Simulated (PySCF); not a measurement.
## Name the molecule from its bond curve

A diatomic of charge +1 contains Al. Its doublet curve at UHF-CCSD(T) in a double-zeta basis (no relativity, PySCF), in eV from the separated fragments:

(R (Å), E (eV)): (1.839, -1.083), (1.920, -1.475), (1.982, -1.610), (2.043, -1.642), (2.104, -1.598), (2.186, -1.457), (2.288, -1.201), (2.411, -0.855)

The fit gives ωe = 612 cm⁻¹ and the rotational constant Bₑ = 0.2671 cm⁻¹.

Task: Which atom is the partner?

Result: The minimum lies at 2.036 Å, so the reduced mass is 16.8576 u Å² cm⁻¹/(Bₑ·Re²) = 15.23 u. With Al at 26.98 u the partner weighs about 35.0 u: Cl. The molecule is AlCl⁺.

Correlated steps freeze 10 core orbitals. The state was picked by a PBE0 search and need not be the measured ground state.
